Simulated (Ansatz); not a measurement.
Geometry optimisation, UKS PBE-D4/def2-SVP in Ansatz.

Input:

```yaml
crystal:
  periodic: [false, false, false]
  atoms:
    - { symbol: B, position_ang: [-0.41393, 0.38929, -0.33327] }
    - { symbol: C, position_ang: [0.49097, -0.46169, 0.39491] }
    - { symbol: S, position_ang: [1.47044, -1.38177, 1.18258] }
    - { symbol: H, position_ang: [-1.31944, -0.08912, -0.89685] }
    - { symbol: H, position_ang: [-0.22804, 1.5433, -0.34737] }
magnetization:
  spin_polarized: true
  initial_magnetization: 1
basis:
  gaussian: { orbitals: def2-SVP }
hamiltonian:
  xc: pbe
  dispersion: d4
relax:
  f_tol: 0.02
  max_steps: 50
output:
  orbitals: {}
```

Command:

```bash
$ ansatz run input.yaml --threads 1 --pin off --max-ram 2048MiB --backend cpu --events-out ev --progress --plain --runs-dir out
```

**Question.** Where does it end, and by what steps?

**Answer.** It converged. After 2 steps the energy has fallen by 0.069 eV; H4 moved furthest, 0.05 Å.

```json
{"step": "0", "energy less start (eV)": "0.0000", "largest force component (eV/Å)": "1.203", "accepted": "yes"}
{"step": "1", "energy less start (eV)": "-0.0627", "largest force component (eV/Å)": "0.348", "accepted": "yes"}
{"step": "2", "energy less start (eV)": "-0.0694", "largest force component (eV/Å)": "0.016", "accepted": "yes"}
```

```xyz
5
Properties=species:S:1:pos:R:3
B -0.414 0.390 -0.335
C 0.507 -0.476 0.407
S 1.488 -1.398 1.197
H -1.358 -0.107 -0.920
H -0.223 1.591 -0.349
```

Time of the run: 6.7 s on 1 CPU thread of a shared host.
